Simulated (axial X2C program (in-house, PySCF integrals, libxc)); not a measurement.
Values are calculated unless marked as measured or tabulated.
## PO: input and output

Program: an in-house relativistic program for diatomic molecules.

The run was started with this input:
```json
{"zs": [15, 8], "q": 0, "bas": ["dyall-v3z", "dyall-av3z"], "levels": ["PBE0", "HF", "LDA"], "cc": true, "r0": 1.59, "thr": -2.0, "nmax": 90, "npts": 10, "nst": 2, "ntry": 6}
```
```bash
python so2c.py task.json out
```

Keys: zs atomic numbers; q charge; bas basis sets; levels methods; cc coupled cluster on or off; r0 starting distance in Å; thr threshold in hartree for freezing inner shells (an s shell follows its p shell); nmax most natural virtual spinors; npts points on the curve; nst determinants followed; ntry starts of the search. HF also brings MP2.

Output of the HF step, without spin–orbit coupling, at R = 1.487 Å for the state M_S = 1/2, Λ = 1. It starts from PBE0 orbitals of this distance.

```
spin-free X2C-1e  HF
basis functions 100  fitting functions 575  grid points 4353
iter        total energy     max residual
   1       -416.477938794     7.37e-02
   2       -416.493073085     7.95e-03
   3       -416.493768032     6.76e-03
   4       -416.494085137     2.06e-03
   5       -416.494161449     7.51e-04
   6       -416.494183657     6.91e-04
   7       -416.494195165     6.76e-04
   8       -416.494208332     7.05e-04
   9       -416.494227337     5.21e-04
  10       -416.494254416     1.95e-04
  11       -416.494262191     4.69e-05
  12       -416.494262630     6.53e-06
  13       -416.494262631     2.42e-06
converged
one-electron -661.01398504  Coulomb 232.74977924  exact exchange -30.93433747  xc functional 0.00000000  nuclear repulsion 42.70428064
correlated 11  virtual 167  natural virtual 90  E(MP2) -0.372789504  MP2 remainder -0.011460331
iter   CCSD correlation   residual
   1     -0.350339188   1.69e-01
   2     -0.363582901   7.96e-02
   3     -0.368058850   2.86e-02
   4     -0.368185748   1.09e-02
   5     -0.368439311   5.50e-03
   6     -0.368446853   2.43e-03
   7     -0.368473328   9.48e-04
   8     -0.368484907   3.73e-04
   9     -0.368478630   1.70e-04
  10     -0.368482840   6.22e-05
  11     -0.368480768   2.46e-05
  12     -0.368480780   1.00e-05
(T) -0.019125695  T1 0.0360  D1 0.0741  max T2 0.078
```
Energies are in hartree; totals compare only within one Hamiltonian and basis. T1 in the output is the amplitude norm over the root of the electron number; divide by √2 for the Lee–Taylor value. The determinant is spin-polarised beyond a pure state at some levels (its spin-free form has ⟨S²⟩ too high), which makes Re and μ there less reliable.
